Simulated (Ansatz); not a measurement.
Geometry optimisation, RKS LDA/6-31G (Ansatz).

Input:

```yaml
crystal:
  periodic: [false, false, false]
  atoms:
    - { symbol: F, position_ang: [1.6886, -1.0668, 0.3127] }
    - { symbol: C, position_ang: [0.3397, -1.0827, 0.627] }
    - { symbol: F, position_ang: [-0.1162, -2.0899, 1.3774] }
    - { symbol: "N", position_ang: [-0.438, -0.1857, 0.2309] }
    - { symbol: P, position_ang: [-2.09018, -0.14212, 0.64653] }
    - { symbol: H, position_ang: [-2.64712, 0.12807, -0.65683] }
    - { symbol: H, position_ang: [-2.22415, 1.17059, 1.06265] }
basis:
  gaussian: { orbitals: "6-31G" }
hamiltonian:
  xc: lda
relax:
  f_tol: 0.015
  max_steps: 40
output:
  orbitals: {}
```

Command:

```bash
$ ansatz run input.yaml --threads 1 --pin off --max-ram 2048MiB --backend cpu --events-out ev --progress --plain --runs-dir out
```

Problem. Where does it end, and by what steps?

Solution. It converged. Limits of this set-up: no polarisation functions. After 23 steps the energy has fallen by 0.623 eV; F3 moved furthest, 1.03 Å.

```json
{"step": "0", "energy less start (eV)": "0.0000", "largest force component (eV/Å)": "3.174", "accepted": "yes"}
{"step": "1", "energy less start (eV)": "-0.4067", "largest force component (eV/Å)": "1.971", "accepted": "yes"}
{"step": "2", "energy less start (eV)": "-0.4936", "largest force component (eV/Å)": "1.145", "accepted": "yes"}
{"step": "3", "energy less start (eV)": "-0.4730", "largest force component (eV/Å)": "1.296", "accepted": "no"}
{"step": "4", "energy less start (eV)": "-0.5450", "largest force component (eV/Å)": "0.175", "accepted": "yes"}
{"step": "5", "energy less start (eV)": "-0.5524", "largest force component (eV/Å)": "0.083", "accepted": "yes"}
{"step": "6", "energy less start (eV)": "-0.5537", "largest force component (eV/Å)": "0.061", "accepted": "yes"}
{"step": "7", "energy less start (eV)": "-0.5547", "largest force component (eV/Å)": "0.082", "accepted": "yes"}
{"step": "8", "energy less start (eV)": "-0.5505", "largest force component (eV/Å)": "0.561", "accepted": "no"}
{"step": "9", "energy less start (eV)": "-0.5582", "largest force component (eV/Å)": "0.182", "accepted": "yes"}
{"step": "10", "energy less start (eV)": "-0.5614", "largest force component (eV/Å)": "0.345", "accepted": "yes"}
{"step": "11", "energy less start (eV)": "-0.5718", "largest force component (eV/Å)": "0.167", "accepted": "yes"}
{"step": "12", "energy less start (eV)": "-0.5783", "largest force component (eV/Å)": "0.243", "accepted": "yes"}
{"step": "13", "energy less start (eV)": "-0.5884", "largest force component (eV/Å)": "0.678", "accepted": "yes"}
{"step": "14", "energy less start (eV)": "-0.6046", "largest force component (eV/Å)": "0.398", "accepted": "yes"}
{"step": "15", "energy less start (eV)": "-0.6127", "largest force component (eV/Å)": "0.248", "accepted": "yes"}
{"step": "16", "energy less start (eV)": "-0.6173", "largest force component (eV/Å)": "0.193", "accepted": "yes"}
{"step": "17", "energy less start (eV)": "-0.6204", "largest force component (eV/Å)": "0.212", "accepted": "yes"}
{"step": "18", "energy less start (eV)": "-0.6221", "largest force component (eV/Å)": "0.119", "accepted": "yes"}
{"step": "19", "energy less start (eV)": "-0.6222", "largest force component (eV/Å)": "0.102", "accepted": "yes"}
{"step": "20", "energy less start (eV)": "-0.6230", "largest force component (eV/Å)": "0.035", "accepted": "yes"}
{"step": "21", "energy less start (eV)": "-0.6231", "largest force component (eV/Å)": "0.024", "accepted": "yes"}
{"step": "22", "energy less start (eV)": "-0.6231", "largest force component (eV/Å)": "0.017", "accepted": "no"}
{"step": "23", "energy less start (eV)": "-0.6231", "largest force component (eV/Å)": "0.003", "accepted": "yes"}
```

```xyz
7
Properties=species:S:1:pos:R:3
F 1.649 -1.097 0.601
C 0.298 -1.009 0.623
F -0.209 -2.268 0.370
N -0.342 0.037 0.829
P -2.128 0.185 1.012
H -2.548 -0.592 -0.169
H -2.208 1.476 0.334
```

Whether the end is a true minimum wasn't checked by a vibrational analysis.

Time of the run: 110 s on 1 thread of Intel(R) Xeon(R) Platinum 8488C (Sapphire Rapids), with other jobs on the host, peak memory 0.18 GiB.
